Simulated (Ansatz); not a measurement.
**SiC₂ (singlet): the correlation ladder, cc-pVDZ**

The task here is to estimate one member of a computed series from the others.

The runs use Ansatz 0.2.0, Gaussian basis; cc-pVDZ, core rule «outside noble gas», up to 7 orbitals frozen.

Plan: UHF; CCSD(T) on RHF; CCSD(T) on UHF; BCCD(T) on RHF; CISD; CCSDT(Q) on RHF; CCSDT(Q) on UHF; CCSDTQ on RHF; CASSCF and MRCISD+Q, 12 electrons in 12 orbitals; CASSCF and NEVPT2, 12 electrons in 12 orbitals.

4 further runs of the same task are left out: 4 set aside as unsound or not needed.

## What is computed

The geometry is a PBE0/def2-TZVP stationary point (not a proven minimum).

3 atoms, charge 0, spin multiplicity 1.

Atoms are counted from 1 here; the program's logs count them from 0.

Bond lengths: C1–Si2 1.836 Å, C1–C3 1.263 Å, Si2–C3 1.836 Å. Angles: Si2–C1–C3 69.9°, C1–Si2–C3 40.2°, C1–C3–Si2 69.9°.

The first run:

in.yaml reads:

```yaml
crystal:
  periodic: [false, false, false]
  atoms:
    - {symbol: C, position_ang: [0.000000, 0.631350, 0.929211]}
    - {symbol: Si, position_ang: [0.000000, 0.000000, -0.794750]}
    - {symbol: C, position_ang: [0.000000, -0.631350, 0.929211]}
basis:
  gaussian: {orbitals: cc-pVDZ}
magnetization: {spin_polarized: true, initial_magnetization: 0}
hamiltonian: {xc: hf}
output: {orbitals: {seedname: orbitals}}
```

Command:

```console
ansatz run in.yaml --threads 1 --pin off --events-out ev --progress --plain --max-ram 4096MiB --backend cpu
```

Among the steps run: UHF; CCSD(T) on RHF; CCSD(T) on UHF; BCCD(T) on RHF; CISD; CCSDT(Q) on RHF; CCSDT(Q) on UHF; CCSDTQ on RHF; CASSCF and MRCISD+Q, 12 electrons in 12 orbitals; CASSCF and NEVPT2, 12 electrons in 12 orbitals.

One of the session's tables, all rows but one given; the rest of the session is left out.

| method | from RCCSDTQ (meV) |
| --- | --- |
| RHF | +9540.1 |
| UHF | +9521.5 |
| RMP2 | +1146.9 |
| CISD | +1557.6 |
| RCCSD | ? |
| RCCSD(T) | +67.3 |
| BCCD(T) | +64.1 |
| RCCSDT | +47.8 |
| RCCSDT(Q) | -5.8 |
| RCCSDTQ | 0 |
| CASSCF valence | +4964.2 |
| NEVPT2 valence | +1091.9 |
| MRCISD valence | +413.8 |
| MRCISD+Q valence | +56.8 |

**Question.** Estimate the row for RCCSD.

**Answer.** from RCCSDTQ (meV): +582.2. In the column «from RCCSDTQ (meV)» it lies between MRCISD valence (+413.8) and NEVPT2 valence (+1091.9).
